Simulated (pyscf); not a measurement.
HO–SiH₂–O–SiH: [singlet] → O=Si: [singlet] + HO–SiH₃, an elimination (singlet surface; H–Si, O–Si broken, H–Si formed). Single points on ωB97X-D3(BJ)/def2-SVP structures (PySCF, gas phase). Correlated levels are frozen-core, on RHF or UHF. ΔMP2 is the change of the MP2 total energy from the triple- to the quadruple-zeta basis. Energies in kJ/mol from the reactant's lowest minimum found.

Small-basis levels: PySCF, no dispersion term, spherical d functions. AM1 to PM7: differences of heats of formation from MOPAC, which are fitted to 298 K values and so differ in kind from electronic energies by zero-point and thermal terms. GFN2-xTB: tblite. Cost: rough CPU time at the saddle relative to B3LYP/6-31G*, from one job on a shared machine.

```tsv
level	barrier	reaction energy	cost
HF/6-31G*	214.3	+139.3	0.08
BP86/6-31G*	119.6	+93.1	1
PBE/6-31G*	115.0	+99.6	1
B3LYP/STO-3G	178.9	+78.7	0.5
B3LYP/6-31G*	148.3	+105.2	1
M06-2X/6-31G*	151.5	+132.1	2
B3LYP/6-311+G**	148.0	+98.6	2
PBE/def2-SVP	119.9	+109.2	1
GFN2-xTB	183.3	+90.2	under 0.02
PM3	223.7	+166.1	under 0.02
PM6	142.8	+230.3	under 0.02
PM7	297.2	+148.8	under 0.02
CCSD(T)/def2-TZVPP + ΔMP2(QZVPP)	148.2	+119.2	–
```

Against the last row the barrier runs from -33.2 (PBE/6-31G*) to +149.0 kJ/mol (PM7). At PM6 this geometry lies under one side, so the entry may be no barrier of that level: it is a single point on another level's saddle. CCSD(T)/def2-TZVPP + ΔMP2(QZVPP) has limits of its own. On the product side the descent ends in a complex, 18.3 kJ/mol under the separated species and 21.4 kJ/mol under the saddle at ωB97X-D3(BJ)/def2-TZVP. The products may also form a dative adduct at O=Si: [singlet]; it and routes through it were not searched. At the saddle there is also a short Si–Si contact that neither side keeps. HO–SiH₂–O–SiH: [singlet] lies 58.7 kJ/mol over its isomer HO–Si:–O–SiH₃ [singlet] (electronic energy, ωB97M-D3(BJ)/def2-TZVP). One saddle was located; it need not be the lowest between these sides. The CCSD(T) − MP2 part came from Ansatz, without density fitting, on the same reference.
